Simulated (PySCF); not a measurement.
Mapped SMILES: `[O:1]=[N:2][OH:3]` (H(Xn): hydrogen on atom n).

Single conformer, no solvent, no relativistic terms. Shielding tensors at B97-2/pcSseg-2 (GIAO); PBE0-D3(BJ)/def2-TZVP geometry; PySCF 2.14.

Chemical shifts δ = σref − σ; 1H against TMS; 17O vs H2O; 15N against NH3, all at this level.

```tsv
atoms	nucleus	count	δ (ppm)
O3	17O	1	?
O1	17O	1	870.9
N2	15N	1	?
H(O3)	1H	1	11.02
```

Question: Estimate the values marked ?.

Answer: 
- O3: 476.0 ppm, N–OH oxygen
- N2: 604.8 ppm, nitroso nitrogen

OH and NH positions are those of a molecule without intermolecular hydrogen bonds; in solution they move with solvent, concentration and temperature, and exchange usually removes their couplings. Unscaled 17O shifts of doubly bonded oxygen tend to come out too high, by tens of ppm or more. Experimental scales use liquid or dissolved standards, which lie at an offset from isolated NH3 (liquid NH3: subtract about 20 ppm) and H2O (liquid H2O: subtract about 36 ppm). Unscaled 15N shifts of sp2 nitrogen come out 20 to 40 ppm too high even then.
